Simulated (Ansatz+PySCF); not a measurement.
Results of a calculation; reference values are marked as such.
Input for PySCF 2.14.0:

```python
from pyscf import gto, scf, cc

mol = gto.M(atom="""
C 0.000000 0.000000 0.000000
C 0.717520 0.000000 1.084050
C -0.717520 0.000000 1.084050
""", basis='sto-3g', charge=1, spin=1)
mf = scf.UHF(mol)
mf.kernel()
mycc = cc.CCSD(mf, frozen=3).run()
et = mycc.ccsd_t()
print(mf.e_tot, mycc.e_corr, et, mycc.e_tot + et)
```

The script is written out from the run's settings.

The run gave:

```json
{"Converged": "yes", "Reference energy": "-111.48725 hartree", "CCSD correlation energy": "-0.25608 hartree", "Triples correction": "-0.01609 hartree", "Total energy": "-111.75942 hartree", "Spin squared of the determinant": "0.804"}
```

The reference isn't the lowest determinant (another lies 2.55 eV lower), but the same method gives a higher total on the lower determinant. Caution: large share of triples, a single reference is doubtful.
